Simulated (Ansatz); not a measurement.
# One shape, several levels: CH7NSi (SMILES CN[SiH3])

We compute a comparison of 5 runs (PBE/STO-3G, B3LYP/6-31G*, CAM-B3LYP/6-31+G*, B3LYP/def2-SVP, PBE0/def2-SVP) of CH7NSi. 

Program for the calculation: Ansatz 0.2.0.

6 further runs of the same task are left out: 1 for a known fault of the program, 2 that didn't finish, 3 set aside as unsound or not needed.

**1. The structure to begin with**

CH7NSi: 10 atoms, total charge 0, spin state singlet. As SMILES, `CN[SiH3]`. The shape is that of a PBE0-D4/def2-TZVP optimisation.

Bond lengths: C1–N2 1.447 Å, N2–Si3 1.716 Å, C1–H4 1.094 Å, C1–H5 1.093 Å, C1–H6 1.098 Å, N2–H7 1.007 Å, Si3–H8 1.488 Å, Si3–H9 1.496 Å, Si3–H10 1.486 Å. Some angles: C1–N2–Si3 123.0°, C1–N2–H7 113.6°, Si3–N2–H7 117.6°, N2–C1–H4 110.9°, N2–C1–H5 109.5°, N2–C1–H6 113.8°, N2–Si3–H8 108.6°, N2–Si3–H9 115.3°, N2–Si3–H10 107.4°, H4–C1–H5 107.0°.

**2. Energy and forces at PBE/STO-3G (run 1)**

The input, input.yaml:

```yaml
crystal:
  periodic: [false, false, false]
  atoms:
    - {symbol: C, position_ang: [-1.074200, 0.550900, -0.686800]}
    - {symbol: N, position_ang: [0.329000, 0.241400, -0.516000]}
    - {symbol: Si, position_ang: [0.929400, -0.683100, 0.798800]}
    - {symbol: H, position_ang: [-1.308100, 0.733100, -1.739500]}
    - {symbol: H, position_ang: [-1.677600, -0.304000, -0.369400]}
    - {symbol: H, position_ang: [-1.409300, 1.422100, -0.108200]}
    - {symbol: H, position_ang: [0.946000, 0.922900, -0.927500]}
    - {symbol: H, position_ang: [0.210800, -1.985700, 0.830700]}
    - {symbol: H, position_ang: [0.753100, -0.063800, 2.149000]}
    - {symbol: H, position_ang: [2.383900, -0.885000, 0.571800]}
basis:
  gaussian:
    orbitals: STO-3G
hamiltonian:
  xc: {name: PBE}
accuracy: high
output: {forces: true, orbitals: {seedname: orbitals}}
```

Run with:

```
$ ansatz run input.yaml --threads 1 --pin off --max-ram 2610MiB --events-out events.jsonl --progress --plain --runs-dir runs
```

Standard output:

```text
Warning: RAYON_NUM_THREADS=1 ignored (pool sized by the plan → 1); use --threads N
Functional definition: PBE
  name "PBE"
  parameter kappa = 0.804
  parameter beta = 0.06672455060314922
  exchange = pbe_x(kappa = kappa, mu = beta*pi^2/3)
  correlation = pbe_c(beta = beta)
508 factors; integrals over basis functions are off by at most 3.5e-9 eV
mean field evaluation 1: about -10384.8676 eV, gradient 2.3e1 eV
mean field evaluation 2: about -10384.3446 eV, gradient 2.7e1 eV
mean field evaluation 4: about -10386.5053 eV, gradient 5.6e-1 eV
mean field evaluation 8: about -10386.4032 eV, gradient 4.2e-3 eV
mean field evaluation 16: about -10386.4032 eV, gradient 8.1e-8 eV
mean field -10386.40321168 eV, -381.6932778722 hartree, gradient 1.0e-8 eV, S^2 0.000000; 0 other end points of the search recorded, 0 dependent functions left out
the calculation of the forces begins
reference -10386.40321405 eV, -381.6932779595 hartree; 17, 17 occupied and 9, 9 virtual orbitals, 508 factors
Total energy: -10386.40321405 eV, -381.6932779595 hartree
Atom 0 at    -1.074200     0.550900    -0.686800 Å, force    -0.168769    -0.021753    -0.001294 eV/Å
Atom 1 at     0.329000     0.241400    -0.516000 Å, force    -0.075831    -1.233548     0.147598 eV/Å
Atom 2 at     0.929400    -0.683100     0.798800 Å, force     0.586435    -0.988574     1.213290 eV/Å
Atom 3 at    -1.308100     0.733100    -1.739500 Å, force    -0.211732     0.236872    -0.721915 eV/Å
Atom 4 at    -1.677600    -0.304000    -0.369400 Å, force    -0.405554    -0.516428     0.231343 eV/Å
Atom 5 at    -1.409300     1.422100    -0.108200 Å, force    -0.442347     0.709310     0.374398 eV/Å
Atom 6 at     0.946000     0.922900    -0.927500 Å, force     1.008757     1.343400    -0.776229 eV/Å
Atom 7 at     0.210800    -1.985700     0.830700 Å, force     0.316997     0.598423    -0.002892 eV/Å
Atom 8 at     0.753100    -0.063800     2.149000 Å, force     0.076009    -0.233573    -0.567214 eV/Å
Atom 9 at     2.383900    -0.885000     0.571800 Å, force    -0.683965     0.105871     0.102914 eV/Å
Dipole moment:     0.014931     0.139766    -0.006564 e Å
```

Wall time 4.8 s (1 thread of Arm Neoverse N1, shared host).

**3. Energy and forces at B3LYP/6-31G(d) (Cartesian functions) (run 2)**

The input, job.yaml:

```yaml
crystal:
  periodic: [false, false, false]
  atoms:
    - {symbol: C, position_ang: [-1.074200, 0.550900, -0.686800]}
    - {symbol: "N", position_ang: [0.329000, 0.241400, -0.516000]}
    - {symbol: Si, position_ang: [0.929400, -0.683100, 0.798800]}
    - {symbol: H, position_ang: [-1.308100, 0.733100, -1.739500]}
    - {symbol: H, position_ang: [-1.677600, -0.304000, -0.369400]}
    - {symbol: H, position_ang: [-1.409300, 1.422100, -0.108200]}
    - {symbol: H, position_ang: [0.946000, 0.922900, -0.927500]}
    - {symbol: H, position_ang: [0.210800, -1.985700, 0.830700]}
    - {symbol: H, position_ang: [0.753100, -0.063800, 2.149000]}
    - {symbol: H, position_ang: [2.383900, -0.885000, 0.571800]}
basis:
  gaussian: {orbitals: "6-31G*"}
hamiltonian: {xc: {name: B3LYP}}
accuracy: high
output: {forces: true, orbitals: {seedname: orbitals}}
```

Run with:

```
$ ansatz run job.yaml --threads 1 --pin off --max-ram 2610MiB --events-out events.jsonl --progress --plain --runs-dir runs
```

Standard output:

```text
Warning: RAYON_NUM_THREADS=1 ignored (pool sized by the plan → 1); use --threads N
Functional definition: B3LYP
  name "B3LYP"
  parameter a0 = 0.2
  parameter ax = 0.72
  parameter ac = 0.81
  exchange = (1 - a0 - ax)*slater_x + ax*b88_x + a0*exact_x
  correlation = (1 - ac)*vwn_rpa_c + ac*lyp_c
1495 factors; integrals over basis functions are off by at most 3.6e-9 eV
mean field evaluation 1: about -10512.9638 eV, gradient 5.3e1 eV
mean field evaluation 2: about -10503.9236 eV, gradient 8.1e1 eV
mean field evaluation 4: about -10518.8169 eV, gradient 3.4e0 eV
mean field evaluation 8: about -10518.9984 eV, gradient 1.2e-1 eV
mean field evaluation 16: about -10518.9984 eV, gradient 3.0e-6 eV
mean field -10518.99844743 eV, -386.5660629098 hartree, gradient 9.1e-8 eV, S^2 0.000000; 0 other end points of the search recorded, 0 dependent functions left out
the calculation of the forces begins
reference -10518.99848634 eV, -386.5660643397 hartree; 17, 17 occupied and 46, 46 virtual orbitals, 1495 factors
Total energy: -10518.99848634 eV, -386.5660643397 hartree
Atom 0 at    -1.074200     0.550900    -0.686800 Å, force    -0.229047     0.058119    -0.045519 eV/Å
Atom 1 at     0.329000     0.241400    -0.516000 Å, force     0.044348    -0.064305    -0.181436 eV/Å
Atom 2 at     0.929400    -0.683100     0.798800 Å, force     0.114051    -0.173014     0.271687 eV/Å
Atom 3 at    -1.308100     0.733100    -1.739500 Å, force    -0.034292     0.034170    -0.118546 eV/Å
Atom 4 at    -1.677600    -0.304000    -0.369400 Å, force    -0.056720    -0.075048     0.024169 eV/Å
Atom 5 at    -1.409300     1.422100    -0.108200 Å, force    -0.064962     0.108891     0.053281 eV/Å
Atom 6 at     0.946000     0.922900    -0.927500 Å, force     0.154531     0.179642    -0.111785 eV/Å
Atom 7 at     0.210800    -1.985700     0.830700 Å, force     0.010135    -0.031396     0.025603 eV/Å
Atom 8 at     0.753100    -0.063800     2.149000 Å, force     0.030285    -0.024856     0.071212 eV/Å
Atom 9 at     2.383900    -0.885000     0.571800 Å, force     0.031671    -0.012203     0.011335 eV/Å
Dipole moment:    -0.066508     0.220802    -0.123231 e Å
```

It took 12 s on 1 thread of Arm Neoverse N1, shared host.

Runs 3 to 4 aren't shown in full; the table further down has their settings and results.

**4. Energy and gradient at PBE0/def2-SVP (run 5)**

Edit input.yaml of step 2 so:

```diff
@@ -4,3 +4,3 @@
     - {symbol: C, position_ang: [-1.074200, 0.550900, -0.686800]}
-    - {symbol: N, position_ang: [0.329000, 0.241400, -0.516000]}
+    - {symbol: "N", position_ang: [0.329000, 0.241400, -0.516000]}
     - {symbol: Si, position_ang: [0.929400, -0.683100, 0.798800]}
@@ -14,7 +14,5 @@
 basis:
-  gaussian:
-    orbitals: STO-3G
-hamiltonian:
-  xc: {name: PBE}
+  gaussian: {orbitals: def2-SVP}
+hamiltonian: {xc: {name: PBE0}}
+output: {forces: true, orbitals: {seedname: orbitals}}
 accuracy: high
-output: {forces: true, orbitals: {seedname: orbitals}}
```

Run with:

```
$ ansatz run input.yaml --threads 1 --pin off --max-ram 2610MiB --events-out events.jsonl --progress --plain --runs-dir runs
```

Standard output:

```text
Warning: RAYON_NUM_THREADS=1 ignored (pool sized by the plan → 1); use --threads N
Functional definition: PBE0
  name "PBE0"
  parameter a = 0.25
[... 2 set-up lines as earlier in the session ...]
  exchange = (1 - a)*pbe_x(kappa = kappa, mu = beta*pi^2/3) + a*exact_x
[... 1 set-up line as earlier in the session ...]
1936 factors; integrals over basis functions are off by at most 3.8e-9 eV
mean field evaluation 1: about -10502.8732 eV, gradient 4.7e1 eV
mean field evaluation 2: about -10497.8121 eV, gradient 6.6e1 eV
mean field evaluation 4: about -10507.7064 eV, gradient 2.5e0 eV
mean field evaluation 8: about -10507.9179 eV, gradient 9.8e-2 eV
mean field evaluation 16: about -10507.9179 eV, gradient 4.1e-6 eV
mean field -10507.91791395 eV, -386.1588608149 hartree, gradient 2.3e-8 eV, S^2 0.000000; 0 other end points of the search recorded, 0 dependent functions left out
the calculation of the forces begins
reference -10507.91791649 eV, -386.1588609084 hartree; 17, 17 occupied and 64, 64 virtual orbitals, 1936 factors
Total energy: -10507.91791649 eV, -386.1588609084 hartree
Atom 0 at    -1.074200     0.550900    -0.686800 Å, force     0.448943    -0.085821     0.029788 eV/Å
Atom 1 at     0.329000     0.241400    -0.516000 Å, force    -0.402755     0.053440    -0.186067 eV/Å
Atom 2 at     0.929400    -0.683100     0.798800 Å, force     0.092933    -0.120812     0.170709 eV/Å
Atom 3 at    -1.308100     0.733100    -1.739500 Å, force    -0.101914     0.059591    -0.283410 eV/Å
Atom 4 at    -1.677600    -0.304000    -0.369400 Å, force    -0.193515    -0.210300     0.074918 eV/Å
Atom 5 at    -1.409300     1.422100    -0.108200 Å, force    -0.142374     0.246792     0.142630 eV/Å
Atom 6 at     0.946000     0.922900    -0.927500 Å, force     0.202015     0.194791    -0.131148 eV/Å
Atom 7 at     0.210800    -1.985700     0.830700 Å, force    -0.056346    -0.149167     0.025116 eV/Å
Atom 8 at     0.753100    -0.063800     2.149000 Å, force     0.003774     0.043213     0.164902 eV/Å
Atom 9 at     2.383900    -0.885000     0.571800 Å, force     0.149239    -0.031727    -0.007438 eV/Å
Dipole moment:    -0.072036     0.218210    -0.140762 e Å
```

Wall time 14 s (1 thread of Arm Neoverse N1, shared host); peak memory 0.26 GiB.

**5. The series**

```
run                                    level  Cartesian functions  energy (Eh)  dipole moment (D)  HOMO energy (eV)  LUMO energy (eV)  wall time
  1                               PBE/STO-3G                   no  -381.693278               0.68             -1.69              6.80      4.8 s
  2       B3LYP/6-31G* (Cartesian functions)                  yes  -386.566064               1.26             -6.26              0.84       12 s
  3  CAM-B3LYP/6-31+G* (spherical functions)                   no  -386.496275               1.19             -8.12              0.68       17 s
  4                           B3LYP/def2-SVP                   no  -386.424404               1.28             -6.37              0.83       15 s
  5                            PBE0/def2-SVP                   no  -386.158861               1.29             -6.63              1.07       14 s
```

**6. Outcome**

| quantity | value |
| --- | --- |
| run 5: total energy | -386.15886 Eh |
| run 5: dipole moment | 1.29 D |
| run 5: HOMO energy | -6.63 eV |
| run 5: LUMO energy | 1.07 eV |
| run 5: HOMO–LUMO gap | 7.69 eV |
| run 5: largest force on an atom | 0.458 eV/Å |

The dipole moment (its size) runs from 0.68 D (PBE/STO-3G) to 1.29 D (PBE0/def2-SVP). The two ends differ in method and basis. The HOMO–LUMO gap runs from 7.10 eV (B3LYP/6-31G*) to 8.80 eV (CAM-B3LYP/6-31+G*). Totals of different functionals can't be ranked against each other. In run 1 the basis is minimal, so the values are rough. All runs together took 63 s, the longest 17 s.
